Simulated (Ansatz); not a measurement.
# AlH3OS: the cost of one run

Computed with Ansatz 0.2.0. Level: RKS wB97X-V/def2-SVP.

### 1 Reference run: AlH3OS, relaxed

Contents of input.yaml:

```yaml
crystal:
  periodic: [false, false, false]
  atoms:
    - { symbol: Al, position_ang: [-0.959623, 0.197105, -0.425472] }
    - { symbol: S, position_ang: [1.194042, 0.514418, 1.065908] }
    - { symbol: O, position_ang: [-0.685461, -1.434133, -0.06477] }
    - { symbol: H, position_ang: [0.300541, -0.972577, 0.599041] }
    - { symbol: H, position_ang: [-1.85912, 1.277316, -1.151191] }
    - { symbol: H, position_ang: [2.009521, 0.417971, -0.023515] }
basis:
  gaussian: { orbitals: def2-SVP }
hamiltonian:
  xc: { name: wB97X-V }
output:
  forces: true
relax:
  f_tol: 0.02
  max_steps: 120
  constraints: [{ distance: [1, 3] }, { distance: [0, 1] }, { distance: [2, 3] }]
  escape_saddle: false
```

Started as:

```bash
$ ansatz run input.yaml --threads 1 --pin off --max-ram 2560MiB --backend cpu --events-out ev --progress --plain --runs-dir out
```

What time and memory should one allow on 1 thread of Arm Neoverse V1, shared host?

About 38 s, with a peak of 0.17 GiB.
